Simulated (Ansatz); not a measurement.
## B (model structure, started from the bcc type, Im-3m, No. 229, 1 atom in the cell)

All values below come from PBEsol (plane waves, PAW; Ansatz, a quantum-chemistry and plane-wave program).

Run with plane-wave cutoff 500 eV, 24×24×24 k mesh, Fermi–Dirac smearing 0.05 eV, scalar-relativistic PAW data made under PBE.

Cell (relaxed at this level):

```xyz
1
Lattice="-1.1484 1.1484 1.1484 1.1484 -1.1484 1.1484 1.1484 1.1484 -1.1484" Properties=species:S:1:pos:R:3 pbc="T T T"
B      0.0000     0.0000     0.0000
```

```json
{
  "band_gap": "zero (no gap)"
}
```

Note: the relaxation could raise the start's symmetry but not lower it, so the cell can be a saddle point.

The computed numbers hold no vibrational or temperature effects.

A model structure was made by putting elements into a prototype or built by hand; it is no filed structure, need not be a known phase, and can be a saddle point held by its symmetry.
